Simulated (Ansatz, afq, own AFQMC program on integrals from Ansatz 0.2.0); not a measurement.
Two steps: Ansatz 0.2.0 writes the Fock matrix and Cholesky factors of the valence space, and afq projects on them the lowest state that overlaps trial and start.

```yaml
crystal:
  periodic: [false, false, false]
  atoms:
    - {symbol: N, position_ang: [0.000000, 0.065740, 0.598823]}
    - {symbol: C, position_ang: [0.000000, -0.167623, -0.784634]}
    - {symbol: H, position_ang: [0.000000, 0.974210, 1.059787]}
    - {symbol: H, position_ang: [0.000000, -0.719445, 1.236822]}
    - {symbol: H, position_ang: [0.000000, 0.829090, -1.268303]}
basis:
  gaussian: {orbitals: cc-pVDZ}
magnetization: {spin_polarized: true, initial_magnetization: 0}
correlation: {method: ccsd_t, electrons: outside_noble_gas, hamiltonian_folder: ham}
```

```sh
$ ansatz run in.yaml --threads 1 --pin off --events-out ev --progress --plain --max-ram 1382MiB
```

Options of the walk:

```
--method free --trial cisd --walkers 60 --time-step 0.03 --max-blocks 80 --target-error 0.00042 --factor-cut 1e-05 --seed 7815 --times 0,0.21,0.42,0.81,1.2,1.8,2.4,3 --taylor-order 8
```

Times are imaginary, in 1/Eh. The walk had a cap of 733 s.

afq prints:

```
orbitals 41  electrons 6 6  factors 327 of 398
reference energy -93.98121065 Eh
CCSD correlation -0.32023509 Eh in 12 cycles, weight of the determinant in the CISD state 0.8768
repeat  energy at the last time / Eh  error
    10  -94.311584  0.001770
    20  -94.311703  0.001469
    30  -94.311588  0.001194
    40  -94.312640  0.001197
    50  -94.313002  0.001043
    60  -94.312666  0.000958
    70  -94.312177  0.000848
    80  -94.312208  0.000826
time / (1/Eh)  energy / Eh  error  mean overlap
  0.00  -94.301546  0.000299  1.1414
  0.21  -94.307165  0.000296  1.1482
  0.42  -94.310408  0.000338  1.1432
  0.81  -94.311404  0.000417  1.1428
  1.20  -94.311909  0.000448  1.1645
  1.80  -94.312152  0.000555  1.1553
  2.40  -94.313315  0.000663  1.1523
  3.00  -94.312208  0.000826  1.1932
energy -94.312208 +/- 0.000826 Eh
```

The run passed its tests (error under three times the target), which doesn't prove that it has relaxed.

Against this walk (error 22.5 meV) on the same determinant: CCSD(T) 13.2 meV higher (within the noise), CCSDT(Q) 29.8 meV lower (within the noise). The error is statistical, and a free projection of finite length keeps a remainder of its start. The last points scatter (meV from the last: 22 ± 11 at 0.81, 8 ± 12 at 1.20, 2 ± 15 at 1.80, -30 ± 18 at 2.40, 0 ± 22 at 3.00); the last is the one printed as the energy, and the gaps above move with that scatter.

Cautions: remainder of the start not in the error; error above the target (22.5 against 11.4 meV); higher spins were not checked; the determinant is a saddle point among determinants of its kind; raised T1 diagnostic (T1 0.021, weight of the determinant 0.88, largest double 0.08).

The walk took 6 min on 1 thread of Intel(R) Xeon(R) Platinum 8259CL CPU @ 2.50GHz (Skylake/Cascade Lake), with other jobs on the host. The log's last line is the free-projection energy.

CCSDT and higher add their correlation energy to the determinant of the CCSD(T) run, since their own runs factorise the integrals more tightly (a shift of under 2 meV). A walk keeps the symmetry of its determinant, which the program's search chose and which needn't be the lowest solution, so a lower state of the same spin and another symmetry isn't excluded.
